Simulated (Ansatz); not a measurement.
Input file:

```yaml
crystal:
  periodic: [false, false, false]
  atoms:
    - {symbol: Sb, position_ang: [0.000000, 0.000000, 0.000000]}
    - {symbol: H, position_ang: [0.000000, 0.000000, -2.110900]}
    - {symbol: H, position_ang: [0.000000, 0.000000, 2.110900]}
basis:
  gaussian: {orbitals: def2-TZVPD, fitting: {mean_field: def2-universal-jkfit}}
magnetization: {spin_polarized: false, initial_magnetization: 1}
correlation: {active_space: {ras: {orbitals: [3, 1, 61], electrons: 7, max_holes: 2, max_particles: 2}, fixed_orbitals: true}}
accuracy: high
output: {forces: true}
```

```sh
$ ansatz run in.yaml --threads 1 --pin off --events-out ev --progress --plain --max-ram 2393MiB
```

The program prints:

```
254 factors; integrals over basis functions are off by at most 9.8e-1 eV
mean field evaluation 1: about -6535.5245 eV, gradient 1.2e1 eV
mean field evaluation 2: about -6536.2865 eV, gradient 4.6e0 eV
mean field evaluation 4: about -6536.3252 eV, gradient 2.2e-1 eV
mean field evaluation 8: about -6536.4548 eV, gradient 1.6e0 eV
mean field evaluation 16: about -6536.6151 eV, gradient 2.2e-8 eV
mean field evaluation 32: about -6536.3256 eV, gradient 7.4e-9 eV
mean field evaluation 64: about -6536.3256 eV, gradient 3.3e-7 eV
mean field evaluation 96: about -6536.7681 eV, gradient 3.2e-1 eV
mean field -6536.91061979 eV, -240.2270344003 hartree, gradient 1.8e-8 eV, S^2 0.750000; 14 other end points of the search recorded, 0 dependent functions left out
reference -6536.91061979 eV, -240.2270344003 hartree; 13, 12 occupied and 61, 62 virtual orbitals, 254 factors
state -6540.71679871 eV, -240.3669088956 hartree
the calculation of the forces begins
WARN: the results are in doubt because the forces break the atoms' symmetry
Total energy: -6540.71679871 eV, -240.3669088956 hartree
Atom 0 at     0.000000     0.000000     0.000000 Å, force    -0.000000    -0.000000    -0.851254 eV/Å
Atom 1 at     0.000000     0.000000    -2.110900 Å, force     0.000000     0.000000     1.562962 eV/Å
Atom 2 at     0.000000     0.000000     2.110900 Å, force     0.000000     0.000000    -0.711708 eV/Å
Dipole moment:    -0.000000    -0.000000     0.057560 e Å
In doubt: the forces break the atoms' symmetry
```

Natural occupations: 1.9605 1.9155 1.9112 0.9974 0.0663 0.0628 0.0139 0.0138 0.0109 0.0074 0.0062 0.0051 0.0047 0.0037 0.0029 0.0028 0.0023 0.0018 0.0015 0.0013 0.0012 0.0011 0.0009 0.0008.

Ran on 1 thread of Arm Neoverse V1, shared host: 11 s wall, 0.68 GiB peak host memory.
